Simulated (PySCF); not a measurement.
Atoms are numbered as in `[CH2:1]=[CH:2][P:3]([CH3:4])[CH3:5]`; H(Xn) means a hydrogen on atom n. Ha(C1) is cis to P3; Hb(C1) is trans to P3.

GIAO PBE0/pcSseg-1 shifts (PySCF 2.14.0 with density-fitted response routines, gas phase, non-relativistic, equivalent atoms averaged), each against references optimised in the same way as the molecule (TMS, H3PO4).

On the GFN2-xTB geometry: C2 155.5, C1 125.1, C4/C5 16.8, P3 -63.3, H(C2) 6.68, Hb(C1) 5.91, Ha(C1) 5.45, H(C4)/H(C5) 1.10 ppm.

Q: What changes on the PBE0-D3(BJ)/def2-SVP geometry?

A: 
```tsv
atoms	δ (ppm)	change
C2	153.0	-2.5
C1	125.8	+0.7
C4/C5	14.1	-2.7
P3	-66.0	-2.7
H(C2)	6.48	-0.20
Hb(C1)	5.80	-0.11
Ha(C1)	5.40	-0.05
H(C4)/H(C5)	1.02	-0.08
```

Bonds between heavy atoms that differ most (equivalent bonds averaged): C1–C2 1.323 → 1.337 Å, P3–C4 1.855 → 1.848 Å. Mean change of bonds to hydrogen: C–H +0.013 Å.
